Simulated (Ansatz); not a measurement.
# HF (triplet): wave-function methods side by side, def2-QZVPP

The task here is to estimate one member of a computed series from the others.

Method: def2-QZVPP, core rule «outside noble gas», up to 1 orbitals frozen; program: Ansatz 0.2.0, Gaussian basis.

Plan: UHF; ROHF; CCSD(T) on UHF.

2 further runs of the same task are left out: 2 set aside as unsound or not needed.

**The system**

The geometry is a PBE0/def2-TZVP stationary point (not a proven minimum) of the parent state, kept for this charge and spin.

2 atoms, charge 0, spin multiplicity 3.

Atoms are counted from 1 here; the program's logs count them from 0.

Bond lengths: F1–H2 0.920 Å.

Set-up of the first run:

Contents of in.yaml:

```yaml
crystal:
  periodic: [false, false, false]
  atoms:
    - {symbol: F, position_ang: [0.000000, 0.000000, 0.000000]}
    - {symbol: H, position_ang: [0.000000, 0.000000, 0.920000]}
basis:
  gaussian: {orbitals: "def2-QZVPP.json"}
magnetization: {spin_polarized: true, initial_magnetization: 2}
hamiltonian: {xc: hf}
output: {orbitals: {seedname: orbitals}}
```

Launch:

```
$ ansatz run in.yaml --threads 1 --pin off --events-out ev --progress --plain --max-ram 2393MiB
```

Among the steps run: UHF; ROHF; CCSD(T) on UHF.

One table of the session follows, with a row left open; its other results are not shown here.

```
  method  from UCCSD(T) (kcal/mol)
    ROHF                   +158.86
     UHF                   +155.34
    UMP2                         ?
   UCCSD                     +3.25
UCCSD(T)                         0
```

Q: Estimate the row for UMP2 from the others.

As computed: from UCCSD(T) (kcal/mol): +10.83. In the column «from UCCSD(T) (kcal/mol)» it lies between UCCSD (+3.25) and UHF (+155.34).
